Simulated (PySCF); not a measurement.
## SiP: one state, many levels of theory

State: ²Π (doublet), unpaired electrons π ↑. Set-up: Si cc-pV(D+d)Z, P cc-pV(D+d)Z; no relativity (PySCF 2.14). De refers to Si + P in their high-spin ground configurations, without counterpoise correction. The functionals are run spin-unrestricted. A positive dipole means Si(−)P(+).

```json
{"Level": "ROHF", "Re (Å)": "2.048", "ωe (cm⁻¹)": "695", "De (eV)": "1.35", "μ (D)": "-1.22"}
{"Level": "ROHF-MP2", "Re (Å)": "2.093", "ωe (cm⁻¹)": "624", "De (eV)": "2.89", "μ (D)": "n/a"}
{"Level": "ROHF-SCS-MP2", "Re (Å)": "2.091", "ωe (cm⁻¹)": "624", "De (eV)": "2.88", "μ (D)": "n/a"}
{"Level": "ROHF-CCSD", "Re (Å)": "2.092", "ωe (cm⁻¹)": "624", "De (eV)": "2.68", "μ (D)": "n/a"}
{"Level": "ROHF-CCSD(T)", "Re (Å)": "2.107", "ωe (cm⁻¹)": "597", "De (eV)": "2.90", "μ (D)": "n/a"}
{"Level": "PBE", "Re (Å)": "2.103", "ωe (cm⁻¹)": "600", "De (eV)": "3.89", "μ (D)": "-0.72"}
{"Level": "revPBE", "Re (Å)": "2.108", "ωe (cm⁻¹)": "596", "De (eV)": "3.69", "μ (D)": "-0.74"}
{"Level": "BP86", "Re (Å)": "2.105", "ωe (cm⁻¹)": "596", "De (eV)": "3.95", "μ (D)": "-0.74"}
{"Level": "r²SCAN", "Re (Å)": "2.086", "ωe (cm⁻¹)": "625", "De (eV)": "3.61", "μ (D)": "-0.78"}
{"Level": "PBE0", "Re (Å)": "2.076", "ωe (cm⁻¹)": "640", "De (eV)": "3.59", "μ (D)": "-0.86"}
{"Level": "B97-3", "Re (Å)": "2.081", "ωe (cm⁻¹)": "634", "De (eV)": "3.87", "μ (D)": "-0.87"}
```

(1) Which functional lies closest to ROHF-CCSD(T) in De, which farthest, and by how much do they differ from it?

(2) What does a quarter of exact exchange do here, going from PBE to PBE0?

(3) What does the step from GGA to meta-GGA do here, going from PBE to r²SCAN?

Correlated steps freeze 10 core orbitals. Correlated levels converge slowly with the basis: in double zeta they bind strong bonds too weakly, by up to about 1 eV, and carry superposition errors of some tenths. UHF is strongly spin-contaminated for SiP, so the ROHF reference used there is far from stable. The state is the lowest determinant that a PBE0 search found; another state may lie lower at other levels.

The whole job (state search and all levels along the bond) took about 3 min on 1 thread of Arm Neoverse N1 (shared host), peak memory 0.51 GiB.

Results:

(1) Closest is PBE0 (-3.1 pm in Re, +7.2 % in ωe, +0.69 eV in De against ROHF-CCSD(T) in the same basis), farthest BP86 (-0.2 pm in Re, -0.2 % in ωe, +1.05 eV in De). CCSD(T) converges more slowly with the basis than the functionals do and binds too weakly in this one, so the order can change at the basis-set limit.

(2) PBE0 less PBE: -2.7 pm in Re, +6.7 % in ωe, -0.30 eV in De. Exact exchange removes part of the self-interaction that spreads semilocal densities, and in most molecules shortens and stiffens the bond and lowers De; so it does here.

(3) r²SCAN less PBE: -1.7 pm in Re, +4.2 % in ωe, -0.28 eV in De.
